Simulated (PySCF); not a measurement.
Isothiofulminic acid, CHNS.
Bonds: C1–N2 (triple), N2–S3. Hydrogens: H4 on S3.
Bond orders are those of one Lewis drawing.

Method: PySCF, PBE0-D3(BJ)/def2-SVP geometry optimisation, gas phase; density fitting, grid level 1; the optimiser is geomeTRIC in internal coordinates, started from an MMFF94s structure with every atom displaced at random (about 0.03 Å).

The end geometry, which sets the zero of energy:
```
atom  x, y, z in Å
C1      1.8035   -0.1123   -0.4045
N2      0.6357    0.0623   -0.4052
S3     -0.9796    0.4108   -0.5290
H4     -1.3764   -0.4512    0.4367
```

Problem. These geometries come from the run, each turned onto the end geometry. Order them by energy, lowest first.
A.
```
atom  x, y, z in Å
C1      1.8094   -0.0820   -0.4280
N2      0.6388    0.0197   -0.3768
S3     -0.9703    0.4130   -0.5273
H4     -1.3946   -0.4412    0.4299
```
B.
```
atom  x, y, z in Å
C1      1.8119   -0.0924   -0.4213
N2      0.6373    0.0371   -0.3881
S3     -0.9696    0.4101   -0.5267
H4     -1.3963   -0.4452    0.4340
```
C.
```
atom  x, y, z in Å
C1      1.8622   -0.1675   -0.3649
N2      0.6302    0.1060   -0.4344
S3     -1.0991    0.4152   -0.5210
H4     -1.3101   -0.4441    0.4182
```
D.
```
atom  x, y, z in Å
C1      1.8361   -0.0785   -0.4336
N2      0.6471    0.0081   -0.3693
S3     -1.0009    0.4115   -0.5198
H4     -1.3989   -0.4315    0.4206
```

Solution. B (0.003 eV), A (0.009 eV), D (0.057 eV), C (0.529 eV).

In the order of the answer:

```csv
step,E above end (eV),largest force (eV/Å),rms force component (eV/Å),rms distance from end (Å),rms bond change (Å),bond most changed (Å)
4,0.003,0.20,0.075,0.024,0.001,N2–S3 -0.002
2,0.009,0.70,0.268,0.034,0.005,N2–S3 +0.006
1,0.057,1.45,0.635,0.048,0.033,N2–S3 +0.046
0,0.529,7.11,2.708,0.087,0.084,N2–S3 +0.102
```

What follows is the cost of the whole optimisation. Time: 4.4 s wall; peak memory 0.26 GiB. Hardware: one thread, Arm Neoverse V1 (aarch64), shared host with 32 logical CPUs at a one-minute load of 26.
